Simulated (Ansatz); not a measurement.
Spin states of Li3H3, each relaxed with r2SCAN-D4/def2-TZVP in Ansatz. Electronic energies in the gas phase.

LC-ωPBE has ω = 0.4 bohr⁻¹. B3LYP takes the VWN-RPA correlation. HSE06 is defined as in plane-wave codes, on full-range PBE exchange. Correlated methods freeze no core orbitals; core or outer-core shells of Li are correlated, in sets that lack core-valence functions. In the triplet, H4 and H5 lie 0.76 Å apart (atoms count from 1), so H2 has formed as a molecule. In the quintet geometry the species has come apart into loosely held pieces. In the quintet, H4 and H5 lie 0.75 Å apart (atoms count from 1), so H2 has formed as a molecule. The structure comes from a short search, and lower isomers may exist.

Singlet geometry (D3h within 0.1 Å):

```
atom    x (Å)    y (Å)    z (Å)
 Li1  -0.0765  -1.6132  -0.1414
 Li2   0.8681   0.8667  -1.0601
 Li3  -0.7910   0.7462   1.2012
  H4  -0.9585  -0.9587   1.1736
  H5   0.8789  -0.8258  -1.3256
  H6   0.0790   1.7847   0.1523
```

Triplet geometry (C2v within 0.1 Å):

```tsv
atom	x (Å)	y (Å)	z (Å)
Li1	-0.532	-0.643	0.048
Li2	0.256	2.177	0.694
Li3	2.048	0.585	-0.861
H4	-1.525	-2.326	-0.082
H5	-2.005	-1.902	0.333
H6	1.758	2.109	-0.132
```

Quintet geometry (Cs within 0.1 Å):

```xyz
6

Li   -1.013   -0.515   -1.330
Li    2.315   -1.043   -2.542
Li   -3.366    0.567    1.149
H     0.277   -0.510    1.345
H     0.886   -0.688    0.947
H     0.901    2.190    0.432
```

⟨S²⟩: triplet 2.00 at PBE0-D4/def2-TZVP (pure 2.00), quintet 6.00 at PBE0-D4/def2-TZVP (pure 6.00).

Only these spin states were relaxed. The quintet has fallen apart into loose fragments. The triplet has other bonds than the singlet, so the gap mixes isomer and spin. The quintet has other bonds than the singlet, so the gap mixes isomer and spin.

| level | triplet − singlet (kcal/mol) | quintet − singlet (kcal/mol) | lowest of these |
| --- | --- | --- | --- |
| B97M-V/def2-TZVP | 79.6 | 173.7 | singlet |
| B3LYP-D4/6-31G | 60.0 | 135.7 | singlet |
| HSE06-D4/def2-TZVP | 54.5 | 135.1 | singlet |
| LC-ωPBE/def2-TZVP | 58.6 | 153.4 | singlet |
| ωB97M-V/def2-TZVP | 78.1 | 168.7 | singlet |
| RPA@PBE/def2-TZVP | 52.8 | 131.0 | singlet |
| CCSD/def2-TZVPP | 58.8 | 153.8 | singlet |
| CCSD(T)/def2-TZVPP | 58.8 | 154.1 | singlet |
